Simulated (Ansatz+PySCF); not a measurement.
Two shapes of doublet C3H5.

Shape 1:

```xyz
8

C     0.0000    0.0000   -0.4419
C     0.0000    1.2299    0.1960
C     0.0000   -1.2299    0.1960
H     0.0000    0.0000   -1.5389
H     0.0000    2.1641   -0.3691
H     0.0000    1.2985    1.2879
H     0.0000   -2.1641   -0.3691
H     0.0000   -1.2985    1.2879
```

Shape 2:

```xyz
8

C     0.0000    0.0000   -0.4772
C     0.0000    1.3283    0.2117
C     0.0000   -1.3283    0.2117
H     0.0000    0.0000   -1.6620
H     0.0000    2.3372   -0.3986
H     0.0000    1.4024    1.3909
H     0.0000   -2.3372   -0.3986
H     0.0000   -1.4024    1.3909
```

Basis set: def2-SVP (spherical functions). Correlated methods keep 3 orbitals frozen. Correlation on ROHF uses semicanonical orbitals with singles. Charge 0, multiplicity 2.

Computed with Ansatz (development build ahead of 0.2.0); the reference of a correlated method needn't be the lowest determinant of its kind.

(1) Which shape is lower in energy, and by how much in each method?

Answers

(1)

```csv
method,E(2) − E(1) (eV)
ROHF,1.468
UHF,1.225
UHF-MP2,1.255
ROHF-CCSD,1.082
ROHF-CCSD(T),1.007
```

Shape 1 is lower. Caution for ROHF, ROHF-CCSD, ROHF-CCSD(T): an unrestricted determinant lies well below; the determinant breaks the point group. Caution for UHF, UHF-MP2: the unrestricted determinant is spin contaminated. Caution for ROHF-CCSD, ROHF-CCSD(T): the determinant is a saddle point.
